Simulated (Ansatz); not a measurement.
A nudged elastic band was laid between two geometries of AlFH2 + H4Si (9 atoms, charge 0, multiplicity 1).

These are results of RKS PBE0-D4/def2-SVP in Ansatz, not measurements.

- movable images: 1
- climbing image: no
- spring: 5.0 eV/Å²
- optimiser: quadratic models (default)
- start path: through a guess of the saddle point
- force threshold: 0.05 eV/Å
- iteration limit: 60
- end points: relaxed

Image 0:

```xyz
9
Properties=species:S:1:pos:R:3
Al -0.067 0.183 0.149
F 0.347 1.271 1.353
H 1.128 -0.462 -0.675
H -1.590 0.123 -0.280
Si 0.165 -2.765 1.113
H -0.331 -3.001 -0.270
H 1.641 -2.909 1.217
H -0.552 -3.617 2.101
H -0.189 -1.340 1.493
```

Image 2:

```xyz
9
Properties=species:S:1:pos:R:3
Al 0.073 -0.303 -0.178
F -0.255 0.047 1.811
H 1.445 0.458 -0.428
H -1.296 0.170 -0.830
Si 0.203 -2.645 0.625
H -0.881 -3.625 0.300
H 1.510 -3.374 0.645
H -0.043 -2.378 2.133
H -0.203 -0.866 2.122
```

Q: What changes between the two ends?

A: Bonds broken: Si5–H9. Bonds formed: Al1–Si5, F2–H9. AlFH2 + H4Si becomes AlFH6Si.

Q: What energy profile does the band end with?

A: The run converged. The highest image is number 2 of 0 to 2, 128.0 kJ/mol above the first end and 0.0 kJ/mol above the last; the last end lies 128.0 kJ/mol above the first. The highest image is an end point: on this band no image between the ends rises above it. So few images can step over the top or miss a turn of the path. The orbitals stay closed-shell, which can raise the energy where a bond breaks towards radicals; this wasn't checked here.

```
image  path coordinate (Å)  energy (kJ/mol)  Si5–H9 (Å)  Al1–Si5 (Å)  F2–H9 (Å)
    0                 0.00              0.0        1.52         3.11       2.67
    1                 1.89             10.0        1.51         3.25       2.29
    2                 3.79            128.0        2.36         2.48       0.97
```

Time of the run: 30 s on 1 thread of Intel(R) Xeon(R) Platinum 8488C (Sapphire Rapids) (shared host), peak memory 0.17 GiB.
